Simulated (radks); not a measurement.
# Si³⁺ in [He] 2p6 3s1 4s2: an all-electron calculation

An exercise on one series of results from a longer session: the logs are not shown, and one member is left open.

Method: Dirac Kohn-Sham, XLYP, spin-unpolarised, spherical densities, point nucleus. Code: radks (a radial shooting solver on a logarithmic mesh, Libxc functionals) version 1.

### What is computed

| Property | Result |
| --- | --- |
| element | silicon (Z = 14) |
| charge | +3 |
| electrons | 11 |
| configuration | [He] 2p6 3s1 4s2 |

The outer shells:

Si³⁺
```
[He] core
2p [↑↓][↑↓][↑↓]
3s [↑ ]
4s [↑↓]
```

Set-up of the first run:

Settings of this run:

```text
Z 14
configuration [He] 2p6 3s1 4s2
relativity Dirac
functional xlyp
spin unpolarised
j_filling average
nucleus point
c 137.035999084
```

Run with:

```console
$ python run_ks.py task.json out
```

This one command runs every case of the session in turn.

One of the session's tables, all rows but one given; the rest of the session is left out.

It belongs to the step «Shells». From the orbitals of this run (lengths in bohr):

```
level     <r>  outermost maximum (interpolated)  90 % within  nodes
1s1/2  0.1111                            0.0725        0.198      0
2p1/2  0.4939                             0.370        0.817      0
2p3/2       ?                                 ?            ?      ?
3s1/2   1.551                              1.40         2.28      2
4s1/2   3.351                              3.22         4.74      3
```

Q: Estimate the row for 2p3/2 from the others.

As computed: <r>: 0.4957; outermost maximum (interpolated): 0.372; 90 % within: 0.820; nodes: 0. In the column «<r>» it lies between 2p1/2 (0.4939) and 3s1/2 (1.551).
